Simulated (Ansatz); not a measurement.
Basis-set series for tetrafluoroethylene (`FC(F)=C(F)F`). Charge 0, multiplicity 1. The structure was optimised at the PBE0-D4/def2-TZVP level.

Cartesian coordinates in Å:
```
F -1.177 0.644 1.143
C -0.561 -0.159 0.309
F -1.170 -1.308 0.152
C 0.561 0.159 -0.309
F 1.170 1.308 -0.152
F 1.177 -0.644 -1.142
```

```tsv
functional	basis	functions	energy (Eh)	HOMO (eV)	LUMO (eV)
PBE0-D4	def2-SVP	84	-474.69505	-7.41	0.94
PBE0-D4	def2-QZVPP	342	-475.29320	-7.59	0.83
ωB97M-V	def2-SVP	84	-475.03351	-9.66	3.31
ωB97M-V	def2-QZVPP	342	-475.64169	-9.88	2.94
```

Task: Give the rows for def2-TZVPP. (An estimate is asked.)

Result: The calculation gave: 
| functional | basis | functions | energy (Eh) | HOMO (eV) | LUMO (eV) |
| --- | --- | --- | --- | --- | --- |
| PBE0-D4 | def2-TZVPP | 186 | -475.26896 | -7.53 | 0.88 |
| ωB97M-V | def2-TZVPP | 186 | -475.61889 | -9.82 | 3.21 |

Positive LUMOs are unbound and depend on the basis.

Computed with Ansatz.
